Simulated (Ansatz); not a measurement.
**Which method gave which barrier?**

Saddle point of CH6SSi, closed shell (CH₆SSi ([CH3][SiH2][SH]) → CH₄Si ([CH3][SiH]) + H₂S (still joined by a long Si–S bond); bonds formed: S2–H3; bonds broken: Si1–H3; bonds weakened to dative contacts: Si1–S2), PBE0-D4/def2-TZVP structure:

```tsv
atom	x (Å)	y (Å)	z (Å)
Si1	-0.8977	-0.4130	-0.0870
S2	1.4467	-1.4897	0.0132
H3	0.1706	-1.6655	-0.7553
H4	-1.0449	-0.5276	1.4105
C5	-0.2527	1.3499	-0.3267
H6	1.0387	-2.4135	0.8979
H7	0.4552	1.6600	0.4434
H8	-1.1190	2.0206	-0.2851
H9	0.2031	1.4788	-1.3109
```

Ansatz 0.2.0; basis: def2-TZVPP, with def2-QZVPP for the basis limit; cores frozen in the correlated methods. Extrapolation: Hartree–Fock as exp(−7.88 √X), correlation as X^−2.97. Four methods, as single points on the PBE0-D4 structures, gave these electronic barriers from the start structure: 58.75, 64.70, 70.34, 81.67 kcal/mol.

Problem. The methods were, in alphabetical order, BLYP-D4, HF, MP2, PBE0-D4. Which gave which? (Judge from chemistry; the calculation decides.)

Solution. Computed: BLYP-D4 58.75; PBE0-D4 64.70; MP2 70.34; HF 81.67 kcal/mol. For comparison, CCSD(T) at an estimated basis limit (MP2 extrapolated from triple and quadruple zeta, plus CCSD(T) − MP2 in triple zeta) gives 68.65 kcal/mol.

No T1 diagnostic of these runs exceeds 0.016. The restricted Hartree–Fock reference is unstable towards an unrestricted one at one or more of these structures.

Losses and insertions of silylenes and their heavier kin drive the gas-phase chemistry of silicon and germanium vapour deposition.

Labels in which every atom is bracketed show which atoms are joined, not bond orders.

For scale, one of the runs: CCSD(T)/def2-TZVPP, 199 basis functions, launched by `ansatz run in.yaml --threads 2 --pin off --events-out ev --progress --plain --max-ram 4352MiB`. Time: 48 s of wall clock on 2 CPU threads; the host was shared. Peak host memory: 2.2 GiB.
